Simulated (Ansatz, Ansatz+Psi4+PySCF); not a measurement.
```xyz
10

C     0.0000    0.0000   -2.0611
C     0.0000    0.0000   -0.6061
C     0.0000    0.0000    0.6061
C     0.0000    0.0000    2.0611
H     0.0000   -1.0264   -2.4612
H    -0.8889    0.5132   -2.4612
H     0.8889    0.5132   -2.4612
H     0.0000   -1.0264    2.4612
H     0.8889    0.5132    2.4612
H    -0.8889    0.5132    2.4612
```

Basis set: cc-pVTZ (spherical functions). Left uncorrelated: 4 orbitals. Charge 0, multiplicity 1.

Computed with Ansatz (development build ahead of 0.2.0); each method stands on the lowest determinant of its kind that the runs found. Restricted open shells among the atoms or ions are ROHF, correlated in semicanonical orbitals with singles.

Question: Give the atomization energy at this shape (free ground-state atoms in the same class of orbitals less the molecule, no zero-point energy) of singlet C4H6 by RHF-MP2, RHF.

Answer:

```tsv
method	atomization energy
RHF-MP2	4165.8 kJ/mol
RHF	3196.0 kJ/mol
```
